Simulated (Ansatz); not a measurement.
Seven cases of atomisation energy with Al to Br (electronic energies, kcal/mol); geometries: B3LYP-D3(BJ)/def2-TZVP. The cases were drawn at random from those of this class that have a high level and all functionals, leaving out states under which another spin lies or may lie. Left out are anions, K, Ca, elements past Kr, ionisation of Li, Na and Mg, pi-pi* triplets of linear molecules and other triplets made from a closed-shell parent. Runs that doubt their state, and full CI more than 15 mEh from coupled cluster, are set aside; a case stays where another high level and all functionals remain. AFQMC serves as high level only in triple zeta or larger, with a steady walk, a bar under 0.8 kcal/mol and agreement with other high levels or trials where they ran; where none ran, an unstable determinant or (outside 3d species) a high T1 diagnostic also bars it, so strongly correlated cases are thinned. No case was kept or dropped by the size of a functional's miss. High levels with a bar over 0.5 kcal/mol are left out too, and the seventh case lies inside the range of the six. Affinities count positive where energy is released, gaps as the second state minus the first. r2SCAN is by Ansatz (a first-principles code) in def2-TZVPD. High levels (Ansatz): P = CCSD(T)/CBS(cc-pV(Q+d)Z,cc-pV(5+d)Z) + [CCSDT(Q) - CCSD(T)]/cc-pV(5+d)Z + [FCI - CCSDT(Q)]/cc-pV(T+d)Z + core + X2C; Q = CCSD(T)/CBS(cc-pV(Q+d)Z,cc-pV(5+d)Z) + [CCSDT(Q) - CCSD(T)]/cc-pV(D+d)Z + core + X2C; R = CCSD(T)/CBS(cc-pV(Q+d)Z,cc-pV(5+d)Z) + [CCSDT(Q) - CCSD(T)]/cc-pV(Q+d)Z + [CCSDTQ - CCSDT(Q)]/cc-pV(D+d)Z + core + X2C; S = CCSD(T)/CBS(cc-pV(Q+d)Z,cc-pV(5+d)Z) + [CCSDT(Q) - CCSD(T)]/cc-pV(T+d)Z + core + X2C; T = CCSD(T)/CBS(cc-pV(Q+d)Z,cc-pV(5+d)Z) + [FCI - CCSD(T)]/cc-pV(5+d)Z + core + X2C; U = CCSD(T)/CBS(cc-pV(T+d)Z,cc-pV(Q+d)Z) + [CCSDT(Q) - CCSD(T)]/cc-pV(T+d)Z + core + X2C; V = CCSD(T)/CBS(cc-pVQZ,cc-pV5Z) + [CCSDT(Q) - CCSD(T)]/cc-pV5Z + [CCSDTQ - CCSDT(Q)]/cc-pVTZ. Open shells are spin-unrestricted; no spin-orbit coupling. Cores are frozen in correlated methods (noble-gas shells, and filled d and f shells in the p block). Rows without X2C or -DK are non-relativistic. CBS(X,Y): correlation extrapolated as X^-3, Hartree-Fock from the larger set (Q,5: extrapolated as (X+1)exp(-9√X)). A bracket is a step between two methods taken in the basis named. The functionals are non-relativistic, so their misses hold any scalar relativity. '+ core + X2C': CCSD(T) terms for core correlation (cc-pwCVTZ, 1s frozen past Ne) and scalar relativity (cc-pVTZ-DK). Full CI freezes restricted core orbitals, also for open shells; the composite that ends in it estimates full CI at the basis-set limit. Where a partner has so few electrons that a lower coupled-cluster level is exact, that level stands in. The restricted determinant of HAl ([AlH], singlet) is unstable towards broken spin symmetry in at least one set run. The UHF reference of S2 (S=S, triplet) is spin-contaminated (<S^2> up to 0.06 over the pure value in the sets run). The UHF reference of H3Si2 ([SiH][SiH2], doublet) is spin-contaminated (<S^2> up to 0.19 over the pure value in the sets run).

| case | r2SCAN | level | high level |
|---|---|---|---|
| SiH3Cl (SMILES Cl[SiH3]) | 338.0 | S | 339.6 |
| AsH (SMILES [AsH], triplet) | 69.1 | V | 66.5 |
| Si2H5 (SMILES [SiH3][SiH2], doublet) | 443.7 | Q | 441.1 |
| PH (SMILES [PH], triplet) | 75.3 | P | 73.4 |
| S2 (SMILES S=S, triplet) | 111.2 | R | 104.1 |
| Si2H3 (SMILES [SiH][SiH2], doublet) | 289.6 | U | 287.3 |
| AlH (SMILES [AlH]) | 69.7 | T | withheld |

Problem. Fit a straight line from r2SCAN to the high level over the first six rows by least squares, predict the seventh, and compare with the calculation.

Solution. Means: r2SCAN 221.15, high level 218.67. Sxx = 124348, Sxy = 125252, slope 1.0073, intercept -4.10 kcal/mol; residual standard deviation 2.8 kcal/mol. Seventh row: 1.0073·(69.7) -4.10 = 66.1 kcal/mol. The calculation gave 73.4 kcal/mol: the line differs from it by -7.3, r2SCAN itself by -3.7.
